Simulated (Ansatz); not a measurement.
This geometry of CH3BS (6 atoms, charge 0, multiplicity 1) is a first-order saddle point.

These are results of UKS LDA/def2-SVP (Ansatz 0.2.0), not measurements.

```xyz
6
Properties=species:S:1:pos:R:3
B -0.771 -0.295 -0.452
C 0.286 -0.089 0.454
S 1.568 0.215 1.477
H -0.641 -1.106 -1.359
H -1.798 0.362 -0.344
H 1.357 0.914 0.225
```

Q: Which two structures does it join? (They come from a converged band through this point; their orientation in space is the band's.)

A: Bonds broken: B1–S3, C2–H6. Bonds formed: S3–H6.

First end point:

```xyz
6
Properties=species:S:1:pos:R:3
B -0.564 -0.252 -0.338
C 0.646 0.496 0.187
S 0.684 -0.654 1.350
H -0.422 -1.063 -1.242
H -1.684 0.122 -0.025
H 1.340 1.351 0.068
```

Last end point:

```xyz
6
Properties=species:S:1:pos:R:3
B -0.902 -0.420 -0.525
C 0.203 -0.054 0.264
S 1.426 0.231 1.254
H -0.745 -1.170 -1.478
H -2.012 0.020 -0.260
H 2.031 1.393 0.746
```

Q: How far does it lie above each of them?

A: 203.5 kJ/mol above the first and 112.2 kJ/mol above the second. This is the barrier of this one path; another mechanism may lie lower. The orbitals stay closed-shell, which can raise the energy where a bond breaks towards radicals; this wasn't checked here.

Time of the run: 2.3 min on 1 CPU thread of a shared host.
